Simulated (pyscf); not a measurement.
Optimised with ωB97X-D3(BJ)/def2-SVP in PySCF. Correlated levels are frozen-core, on RHF or UHF. ΔMP2 is the change of the MP2 total energy from the triple- to the quadruple-zeta basis.

Problem. Estimate by transition-state theory the rate constant of `[FH]` + `[OH][BH][F]` -> `[F][BH][F]` + `[OH2]` (singlet surface; F–H, B–O broken, B–F, H–O formed) at 1200 K, with CCSD(T)/def2-TZVPP + ΔMP2(QZVPP) energies (ideal gas, 1 atm, RRHO with modes under 100 cm⁻¹ raised to 100, one conformer, R ln 2 for rigid chiral ones; no tunnelling).

Solution. The electronic barrier is 15.8 kcal/mol and the thermal terms add +40.5, so ΔG‡ = 56.3 kcal/mol. With k_BT/h = 2.50e+13 s⁻¹ and RT = 2.385 kcal/mol, and a volume of 1.64e-19 cm³ per molecule at 1 atm, k = 2.3e-16 cm³ molecule⁻¹ s⁻¹. Wigner's tunnelling factor for 975i cm⁻¹ would be 1.06. A shift of 1 kcal/mol in the barrier changes k by a factor 1.5. On the reactant side the descent ends in a complex, 4.6 kcal/mol under the separated species and 18.1 kcal/mol under the saddle at ωB97X-D3(BJ)/def2-TZVP. On the product side the descent ends in an adduct with a B–O contact, 8.0 kcal/mol under the separated species and 24.0 kcal/mol under the saddle at ωB97X-D3(BJ)/def2-TZVP. What is counted as broken (B–O) persists as a longer contact in the product adduct; parting that adduct is a step of its own. At ωB97X-D3(BJ) the barrier from the zero used here is 13.5 kcal/mol. One saddle was located; it need not be the lowest between these sides. The CCSD(T) − MP2 part came from Ansatz, without density fitting, on the same reference.
